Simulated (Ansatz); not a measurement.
Basis sets compared for B(NH2Me)H3 (CH₈BN). The state is a singlet with charge 0. Geometry PBE-D4/def2-TZVP. Ansatz on 4 threads of Arm Neoverse V1 on a shared host; times are rough, and most runs start from earlier orbitals.

```xyz
11

B    -0.4637   -0.0702   -1.2760
N    -0.3456    0.4201    0.2804
C     0.7267   -0.2536    1.0523
H    -1.2491    0.2642    0.7387
H    -0.1915    1.4334    0.2899
H     0.7719    0.1061    2.0900
H     0.5323   -1.3318    1.0330
H     1.6793   -0.0659    0.5443
H    -0.6951   -1.2665   -1.2219
H     0.6168    0.1879   -1.7794
H    -1.3821    0.5761   -1.7512
```

Binding counts from free atoms (B doublet, N quartet, C triplet, H doublet) in the same basis, without a counterpoise term.

| level | functions | energy (Eh) | HOMO (eV) | LUMO (eV) | binding per atom (eV) | wall time |
| --- | --- | --- | --- | --- | --- | --- |
| HF/STO-3G | 23 | -120.1716 | -9.32 | 14.02 | 3.40 | 0.1 s |
| HF/6-31G | 43 | -121.5888 | -10.88 | 4.80 | 2.52 | 0.15 s |
| PBE-D4/def2-SVP | 82 | -122.2460 | -6.15 | -0.14 | 3.61 | 0.55 s |
| PBE-D4/def2-TZVP (with forces) | 141 | -122.3856 | -6.37 | -0.64 | 3.59 | 1 s |
| r2SCAN-D4/def2-TZVP | 141 | -122.4822 | -6.67 | 0.07 | 3.54 | 1.6 s |
| PBE0-D4/def2-SVP | 82 | -122.2751 | -7.57 | 0.79 | 3.57 | 0.6 s |
| PBE0-D4/def2-TZVP | 141 | -122.4099 | -7.72 | 0.22 | 3.55 | 1 s |

(1) Estimate the rows for PBE-D4/def2-TZVPD, r2SCAN-D4/def2-TZVPD, PBE0-D4/def2-TZVPD.

## Answers

(1) 
| level | functions | energy (Eh) | HOMO (eV) | LUMO (eV) | binding per atom (eV) | wall time |
| --- | --- | --- | --- | --- | --- | --- |
| PBE-D4/def2-TZVPD | 183 | -122.3863 | -6.39 | -1.04 | 3.59 | 1.3 s |
| r2SCAN-D4/def2-TZVPD | 183 | -122.4829 | -6.69 | -0.30 | 3.54 | 2.2 s |
| PBE0-D4/def2-TZVPD | 183 | -122.4105 | -7.74 | -0.34 | 3.55 | 1.4 s |
